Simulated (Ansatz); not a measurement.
Dissociation curve of SMILES CN (CH5N). The C1–H7 bond (C1 also carries H, H, N; H7 carries nothing else) is stretched with both fragments frozen at the PBE0/def2-TZVP optimised geometry.

Levels: UHF/cc-pVTZ (Ansatz, a program for electronic structure); RHF/cc-pVTZ (Ansatz); UKS-PBE = Ansatz with unrestricted PBE/cc-pVTZ; RKS-PBE = Ansatz with restricted PBE/cc-pVTZ; UKS-PBE0 = unrestricted PBE0/cc-pVTZ in Ansatz; RKS-PBE0 = restricted PBE0/cc-pVTZ run with Ansatz.

Scanned distances (Å): 0.84, 0.88, 0.93, 0.97, 1.04, 1.08, 1.09, 1.14, 1.19, 1.25, 1.35, 1.48, 1.63, 1.83, 1.99, 2.16, 2.37, 2.69, 2.93, 3.31, 3.85.

Problem. Where does the unrestricted solution first break spin symmetry (<S²> of 0.01 or more)?

Solution. UHF: between 1.63 and 1.83 Å; UKS-PBE: between 2.16 and 2.37 Å; UKS-PBE0: between 1.99 and 2.16 Å.

| R / Å | <S²> UHF | E(RHF) − E(UHF) / mEh | <S²> UKS-PBE | E(RKS-PBE) − E(UKS-PBE) / mEh | <S²> UKS-PBE0 | E(RKS-PBE0) − E(UKS-PBE0) / mEh |
|---|---|---|---|---|---|---|
| 0.84 | 0.00 | 0.0 | 0.00 | 0.0 | 0.00 | 0.0 |
| 0.88 | 0.00 | 0.0 | 0.00 | 0.0 | 0.00 | 0.0 |
| 0.93 | 0.00 | 0.0 | 0.00 | 0.0 | 0.00 | 0.0 |
| 0.97 | 0.00 | 0.0 | 0.00 | 0.0 | 0.00 | 0.0 |
| 1.04 | 0.00 | 0.0 | 0.00 | 0.0 | 0.00 | 0.0 |
| 1.08 | 0.00 | 0.0 | 0.00 | 0.0 | 0.00 | 0.0 |
| 1.09 | 0.00 | 0.0 | 0.00 | 0.0 | 0.00 | 0.0 |
| 1.14 | 0.00 | 0.0 | 0.00 | 0.0 | 0.00 | 0.0 |
| 1.19 | 0.00 | 0.0 | 0.00 | 0.0 | 0.00 | 0.0 |
| 1.25 | 0.00 | 0.0 | 0.00 | 0.0 | 0.00 | 0.0 |
| 1.35 | 0.00 | 0.0 | 0.00 | 0.0 | 0.00 | 0.0 |
| 1.48 | 0.00 | 0.0 | 0.00 | 0.0 | 0.00 | 0.0 |
| 1.63 | 0.00 | 0.0 | 0.00 | 0.0 | 0.00 | 0.0 |
| 1.83 | 0.42 | 7.6 | 0.00 | 0.0 | 0.00 | 0.0 |
| 1.99 | 0.64 | 21.7 | 0.00 | 0.0 | 0.00 | 0.0 |
| 2.16 | 0.78 | 39.6 | 0.00 | 0.0 | 0.39 | 3.3 |
| 2.37 | 0.89 | 62.0 | 0.40 | 2.4 | 0.67 | 12.9 |
| 2.69 | 0.96 | 93.2 | 0.77 | 12.5 | 0.87 | 30.5 |
| 2.93 | 0.98 | 113.2 | 0.89 | 20.8 | 0.94 | 42.7 |
| 3.31 | 1.00 | 139.3 | 0.97 | 32.2 | 0.98 | 58.6 |
| 3.85 | 1.01 | 166.7 | 1.00 | 42.8 | 1.00 | 73.8 |
